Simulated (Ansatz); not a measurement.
Cartesian coordinates in Å:
```
C -1.401 0.305 0.414
C -0.633 -0.542 -0.268
O -1.121 -1.614 -0.908
O 0.707 -0.475 -0.430
C 1.366 0.589 0.187
F 2.677 0.437 -0.105
H -0.994 1.164 0.923
H -2.463 0.125 0.460
H -0.386 -2.076 -1.325
H 1.016 1.544 -0.221
H 1.232 0.543 1.273
```

The species carries charge 0 and has multiplicity 1.

Task: List the PBE0/def2-TZVPP orbital energies in eV (Ansatz 0.2.0). (An estimate is asked.)

Result: The calculation gave: Occupied: -674.40, -524.38, -523.84, -282.14, -281.57, -277.66, -34.59, -31.63, -29.56, -21.51, -20.40, -17.12, -16.69, -15.36, -15.16, -13.68, -12.77, -12.40, -11.76, -11.16, -10.97, -10.93, -9.27, -6.65. Lowest empty: 1.20, 1.26, 1.45, 2.26, 2.59, 3.12, 3.30, 4.26.
